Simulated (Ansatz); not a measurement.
Rock-salt TiC, treated with PBE0-D3(BJ) (Ansatz, a quantum-chemistry and plane-wave program, plane waves, PAW).

Run with plane-wave cutoff 460 eV, 12×12×12 k mesh, Fermi–Dirac smearing 0.05 eV, no spin polarisation, scalar-relativistic PAW data made under PBE.

Computed points:

| V (Å³/atom) | E − E_lowest (meV/atom) | P (GPa) |
|---|---|---|
| 9.160 | 27.00 | 17.74 |
| 9.402 | 7.18 | 8.80 |
| 9.643 | 0.00 | 0.89 |
| 9.940 | 6.42 | -7.60 |
| 10.125 | 17.94 | -12.28 |

Task: Estimate the bulk modulus from the pressures at 9.402 and 9.940 Å³/atom, and compare it with a fit to all energies.

Result: B = −V dP/dV. Between V = 9.402 and 9.940 Å³/atom, dP/dV = (-7.60 − (8.80))/(9.940 − 9.402) = -30.5 GPa per Å³/atom; at the midpoint 9.671 Å³/atom this gives B ≈ 295 GPa. The third-order Birch–Murnaghan fit gives V0 = 9.672 Å³/atom, B0 = 294 GPa, B′ = 3.9, which lies within 1 % of that estimate.

Measured, for comparison: bulk modulus 240 GPa (temperature not stated, not corrected to a static lattice, our sources range from 235 to 268; as tabulated in Krasnenko and Brik (2013), arXiv:1306.3139); equilibrium volume per atom 10.15 Å³/atom (temperature not stated, not corrected to a static lattice; as tabulated in Zhang et al. (2018), doi:10.1088/1367-2630/aac7f0). Computed (rounded) less measured: bulk modulus not scored (sources differ), equilibrium volume per atom -4.7 %.

The computed numbers hold no vibrational or temperature effects.
